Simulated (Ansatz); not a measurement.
System: fcc Pd. Method: HSE06-D3(BJ) (Ansatz, a program for electronic structure, PAW).

Numerical settings: plane-wave cutoff 460 eV, 14×14×14 k mesh, Fermi–Dirac smearing 0.05 eV, scalar-relativistic PAW data made under PBE.

Results at a series of volumes:

| V (Å³/atom) | E − E_lowest (meV/atom) | P (GPa) |
|---|---|---|
| 13.471 | 26.93 | 12.64 |
| 13.826 | 6.52 | 5.87 |
| 14.180 | 0.00 | 0.12 |
| 14.639 | 8.69 | -6.06 |
| 14.889 | 20.33 | -8.89 |

### Question
Estimate the bulk modulus from the pressures at 13.826 and 14.639 Å³/atom, and compare it with a fit to all energies.

### Answer
B = −V dP/dV. Between V = 13.826 and 14.639 Å³/atom, dP/dV = (-6.06 − (5.87))/(14.639 − 13.826) = -14.7 GPa per Å³/atom; at the midpoint 14.232 Å³/atom this gives B ≈ 209 GPa. The third-order Birch–Murnaghan fit gives V0 = 14.191 Å³/atom, B0 = 211 GPa, B′ = 5.7, which lies within 1 % of that estimate.

Measured, for comparison: bulk modulus 195 GPa (zero-point energy and finite temperature contributions removed, our sources range from 187 to 198; as tabulated in doi:10.1021/acs.jctc.3c00612); equilibrium volume per atom 14.56 Å³/atom (static lattice: zero-point anharmonic expansion removed; as tabulated in Mejia-Rodriguez and Trickey (2018), arXiv:1807.09216). Computed (rounded) less measured: bulk modulus +8 % (+7 % to +13 % over the range), equilibrium volume per atom -2.5 %.

The result took around 14 core-minutes (rough).
